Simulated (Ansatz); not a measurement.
**[GeH3···H···F], doublet: transfer scan**

Starting geometry:

```yaml
atoms:
  - { symbol: Ge, position_ang: [-0.5521, 0.0000, 0.0000] }
  - { symbol: H, position_ang: [-1.0635, 1.4466, 0.0000] }
  - { symbol: H, position_ang: [-1.0635, -0.7233, 1.2528] }
  - { symbol: H, position_ang: [-1.0635, -0.7233, -1.2528] }
  - { symbol: H, position_ang: [0.9823, 0.0000, 0.0000] }
  - { symbol: F, position_ang: [2.2279, 0.0000, 0.0000] }
```

From there H5 is moved from one fragment to the other while all else, the fragments' distance too, stays fixed; atoms are numbered as listed. Energies are in kcal/mol, counted from the starting geometry at the same level.

Basis cc-pVDZ; Ansatz 0.2.0. Correlated methods freeze the noble-gas cores and the filled d shells of p-block atoms. R marks a restricted (for open shells ROHF) determinant, U an unrestricted one. No spin–orbit coupling is included, and no scalar relativity.

Full CI isn't at hand for all of this; UCCSDT(Q) serves as the reference, and is uncertain by about the last step of the cluster series. The frozen core follows each run's orbitals, which can shift R against U totals by a few meV for light atoms and by up to 0.1 eV past Ca.

```csv
distance Ge1-H5 (Å),RHF
1.534,0.0
1.584,-2.1
1.682,-12.2
1.781,-23.4
1.880,-29.2
```

Problem. Estimate the UCCSDT(Q) curve in cc-pVDZ from this one, knowing how RHF errs.

Solution. The computed UCCSDT(Q) values, in kcal/mol from the starting point, and the error of RHF against them:
```tsv
distance Ge1-H5 (Å)	UCCSDT(Q)	RHF less UCCSDT(Q)
1.534	0.0	0.0
1.584	-4.4	2.3
1.682	-13.4	1.2
1.781	-21.5	-2.0
1.880	-23.8	-5.4
```

The error spans 7.7 kcal/mol and is largest, -5.4 kcal/mol, at 1.880 Å.
